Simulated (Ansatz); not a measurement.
## Worked example: correlation energy of H2Al–CH3, triplet

Geometry: that of the H2Al–CH3, singlet, kept fixed. The singlet lies 5.2 eV lower here.

```yaml
atoms:
  - { symbol: Al, position_ang: [0.0000, 0.0002, 0.6566] }
  - { symbol: C, position_ang: [0.0000, -0.0066, -1.2942] }
  - { symbol: H, position_ang: [0.0000, 1.3841, 1.4409] }
  - { symbol: H, position_ang: [0.0000, -1.3526, 1.4928] }
  - { symbol: H, position_ang: [0.0000, -1.0105, -1.7238] }
  - { symbol: H, position_ang: [-0.8749, 0.5268, -1.6821] }
  - { symbol: H, position_ang: [0.8749, 0.5268, -1.6821] }
```

Basis cc-pVDZ; Ansatz 0.2.0. Correlated methods freeze the noble-gas cores, which leaves 12 electrons in 51 orbitals. Prefix R: restricted or restricted open-shell reference; prefix U: unrestricted.

Full CI isn't at hand for all of this; UCCSDT(Q) serves as the reference, and is uncertain by about the last step of the cluster series.

Runs differ by some tens of microhartree through their thresholds and, for an open shell, their frozen cores, so steps under 0.03 kcal/mol mean nothing.

```json
{"level": "UHF", "total energy (hartree)": "-282.494457"}
{"level": "UMP2", "total energy (hartree)": "-282.696758"}
{"level": "UCCSD", "total energy (hartree)": "-282.743019"}
{"level": "UCCSD(T)", "total energy (hartree)": "-282.750042"}
{"level": "UCCSDT", "total energy (hartree)": "-282.751749"}
{"level": "UCCSDT(Q)", "total energy (hartree)": "-282.752070"}
```

Question: What is the correlation energy at UCCSDT(Q), and what share of it do UMP2 and UCCSD(T) recover?

Answer: E(corr) = -282.752070 − (-282.494457) = -0.257613 hartree = -7.010 eV. UMP2: -0.202301 / -0.257613 = 78.53 %. UCCSD(T): -0.255585 / -0.257613 = 99.21 %.

Question: By how many kcal/mol does UCCSD(T) miss UCCSDT(Q) (1 hartree = 627.509 kcal/mol), and which steps make up the rest?

Answer: -282.750042 − (-282.752070) = 0.002028 hartree = 1.27 kcal/mol. Steps: UCCSDT − UCCSD(T) = -1.07, UCCSDT(Q) − UCCSDT = -0.20 kcal/mol. Differences between like states or geometries often cancel part of this.
